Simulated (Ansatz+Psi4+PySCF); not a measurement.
**doublet LiHO(+): levels of theory in one basis**

```yaml
atoms:
  - { symbol: Li, position_ang: [0.0126, -0.0118, 0.0102] }
  - { symbol: O, position_ang: [-0.0114, 0.0142, 1.5878] }
  - { symbol: H, position_ang: [0.0007, 0.0081, 2.5121] }
```

Basis set: cc-pVTZ on H, O; cc-pCVTZ on Li (spherical functions). Left uncorrelated: 1 orbital. Correlation on ROHF uses semicanonical orbitals with singles. Charge 1, multiplicity 2.

Computed with Ansatz (development build ahead of 0.2.0) and Psi4 1.11; each method stands on the lowest determinant of its kind that the runs found.

| method | E − E(ROHF) (eV) | <S²> of the determinant |
| --- | --- | --- |
| ROHF | 0.00 | 0.75 |
| UHF | -0.13 | 0.76 |
| ROHF-MP2 | -6.51 | – |
| UHF-MP2 | -6.50 | 0.76 |
